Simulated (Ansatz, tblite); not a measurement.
# The cluster Na5: rung by rung

The task here is to estimate one member of a computed series from the others.

The runs use Ansatz 0.2.0, Gaussian basis; as each input shows.

Levels to be run: GFN1-xTB, GFN2-xTB, PBE/def2-TZVP, r2SCAN/def2-TZVP, HF/def2-TZVP, revPBE/def2-TZVP, B2PLYP/def2-TZVP, CAM-B3LYP/def2-TZVP, B97M-V/def2-TZVP, PBE/def2-SVP, PBE0/def2-SVP, HF/6-31G, B3LYP/6-31G, PBE0/def2-TZVPD, PBE/def2-TZVPD, r2SCAN/def2-TZVPD, CCSD(T)/def2-SVP, MP2/def2-TZVP, RPA/def2-TZVP.

## The relaxed structure

The geometry is that of the doublet, from an earlier relaxation (PBE/def2-SVP). At that level it is the lowest of the isomers that a small search found.

5 atoms, charge 0, spin multiplicity 2.

Bond lengths: Na1–Na2 3.531 Å, Na1–Na4 3.428 Å, Na1–Na5 3.590 Å, Na2–Na3 3.431 Å, Na2–Na4 3.433 Å, Na2–Na5 3.532 Å, Na3–Na5 3.430 Å. Angles: Na2–Na1–Na4 59.1°, Na2–Na1–Na5 59.5°, Na4–Na1–Na5 118.5°, Na1–Na2–Na3 120.1°, Na1–Na2–Na4 59.0°, Na1–Na2–Na5 61.1°, Na3–Na2–Na4 178.8°, Na3–Na2–Na5 59.0°, Na4–Na2–Na5 120.1°, Na2–Na3–Na5 62.0°, Na1–Na4–Na2 62.0°, Na1–Na5–Na2 59.4°, Na1–Na5–Na3 118.5°, Na2–Na5–Na3 59.0°.

PBE0/def2-TZVP was run before; its log isn't repeated, and its numbers join the tables.

Set-up of the first run:

Tight binding, by tblite at 300 K electronic temperature and without a spin-polarisation term:

```python
tblite.interface.Calculator('GFN1-xTB', numbers, positions, charge=0, uhf=1).singlepoint()
```

Tight binding, by tblite at 300 K electronic temperature and without a spin-polarisation term:

```python
tblite.interface.Calculator('GFN2-xTB', numbers, positions, charge=0, uhf=1).singlepoint()
```

start.molden holds the orbitals of an earlier run on this state, given as this run's starting guess.

in.yaml

```yaml
crystal:
  periodic: [false, false, false]
  atoms:
    - {symbol: Na, position_ang: [0.476723, 0.082509, 2.505039]}
    - {symbol: Na, position_ang: [0.484795, 0.524741, -0.998432]}
    - {symbol: Na, position_ang: [-1.800205, -1.133465, -2.947730]}
    - {symbol: Na, position_ang: [2.720315, 2.193802, 1.001265]}
    - {symbol: Na, position_ang: [-1.881628, -1.667577, 0.439857]}
basis:
  gaussian: {orbitals: def2-TZVP, initial_orbitals: start.molden}
magnetization: {spin_polarized: true, initial_magnetization: 1}
hamiltonian: {xc: pbe}
scf: {omitted_lower_state_checks: [starts]}
output: {orbitals: {seedname: orbitals}}
```

The run is started by

```bash
$ ansatz run in.yaml --threads 4 --pin off --events-out ev --progress --plain --max-ram 3916MiB
```

Steps of the session up to this table: PBE/def2-TZVP; r2SCAN/def2-TZVP; HF/def2-TZVP; revPBE/def2-TZVP; B2PLYP/def2-TZVP; CAM-B3LYP/def2-TZVP; B97M-V/def2-TZVP; PBE/def2-SVP; PBE0/def2-SVP; HF/6-31G; B3LYP/6-31G; PBE0/def2-TZVPD; PBE/def2-TZVPD; r2SCAN/def2-TZVPD; CCSD(T)/def2-SVP; MP2/def2-TZVP; RPA/def2-TZVP.

One table of the session follows, with a row left open; its other results are not shown here.

| level | HOMO (eV) | LUMO (eV) | gap (eV) |
| --- | --- | --- | --- |
| HF/6-31G | -4.43 | 0.26 | 4.69 |
| HF/def2-TZVP | -4.44 | 0.24 | 4.68 |
| PBE/def2-SVP | -2.70 | -2.17 | 0.53 |
| PBE/def2-TZVP | -2.74 | -2.21 | 0.53 |
| PBE/def2-TZVPD | -2.74 | -2.21 | 0.53 |
| revPBE/def2-TZVP | -2.70 | -2.11 | 0.59 |
| r2SCAN/def2-TZVP | -2.83 | -1.81 | 1.03 |
| r2SCAN/def2-TZVPD | -2.83 | -1.81 | 1.03 |
| B97M-V/def2-TZVP | -2.59 | -2.31 | 0.28 |
| B3LYP/6-31G | -3.04 | -1.95 | 1.09 |
| PBE0/def2-SVP | -3.13 | -1.67 | 1.46 |
| PBE0/def2-TZVP | -3.17 | -1.69 | 1.47 |
| PBE0/def2-TZVPD | -3.17 | -1.69 | 1.47 |
| CAM-B3LYP/def2-TZVP | ? | ? | ? |

**Question.** Estimate the row for CAM-B3LYP/def2-TZVP.

As computed: HOMO (eV): -3.80; LUMO (eV): -1.12; gap (eV): 2.69. In the column «HOMO (eV)» it lies between HF/6-31G (-4.43) and PBE0/def2-TZVP (-3.17).

Caveats from the session: Notes on CCSD(T)/def2-SVP: spin contamination.
